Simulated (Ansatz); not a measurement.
Computed with Ansatz on PBE0-D4/def2-TZVP structures; ΔE is electronic, products minus reactants. CBS: MP2 limit from def2 TZ/QZ plus the TZ coupled-cluster correction, frozen cores. This one scheme is used for every species. Functionals use def2-TZVPP. B3LYP here is the variant with VWN-RPA as its local correlation; programs differ in this. HSE06 is defined as in plane-wave codes. One conformer a species, not always the lowest.

`C=CCCF` → propene + `[CH]F`  (formal loss of a carbene)

| level | ΔE (kcal/mol) |
| --- | --- |
| r2SCAN-D4 | 93.4 |
| B3LYP-D4 | 88.2 |
| HSE06-D4 | 94.2 |
| r2SCAN | 92.9 |
| BHLYP | 88.2 |
| MP2/def2-QZVPP | 95.0 |
| SCS-MP2/def2-QZVPP | 90.7 |
| HF/CBS(def2) | 78.5 |

Problem. What does CCSD(T)/CBS give? (Estimate.)

Solution. The calculation gave: +89.1 kcal/mol. The listed levels differ from it by 4.3, -0.9, 5.1, 3.8, -0.9, 5.9, 1.6, -10.6 kcal/mol.

Largest T1 diagnostic among the species: 0.018.

Leaving LDA and LC-ωPBE aside and taking each functional with its dispersion term where it has one, the values, not all of them listed here, spread over 9.9 kcal/mol, from BLYP-D4 to PBE-QIDH. LDA lies +14.1 kcal/mol from PBE without D4. From r2SCAN to r2SCAN0 (25 % exact exchange), in def2-TZVPP and without D4, ΔE moves by +1.4 kcal/mol.
